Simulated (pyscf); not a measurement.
Thermochemistry of product channels of hydrogen bromide (HBr) + hydroxyl (OH•) on the doublet surface, in kcal/mol, from ωB97M-D3(BJ)/def2-TZVP energies (ideal gas, 1 atm, RRHO with modes under 100 cm⁻¹ raised to 100, one conformer, R ln 2 for rigid chiral ones). Optimised with ωB97X-D3(BJ)/def2-SVP in PySCF.

| products | ΔE | ΔH(298 K) | ΔG(900 K) | ΔG(1200 K) |
|---|---|---|---|---|
| Br atom (Br•) + water (H₂O) | -31.2 | -27.2 | -22.9 | -21.3 |
| Br atom (Br•) + hydrogen (H₂) + O atom (O) [triplet] | +88.6 | +86.6 | +69.2 | +62.7 |

These are energies of the channels, which say nothing of barriers. Left out: orbital degeneracy and the spin-orbit lowering of Br, OH, O, which is large for Br, Se, Te and I. Elements up to Kr have no core potential and no relativistic terms here.
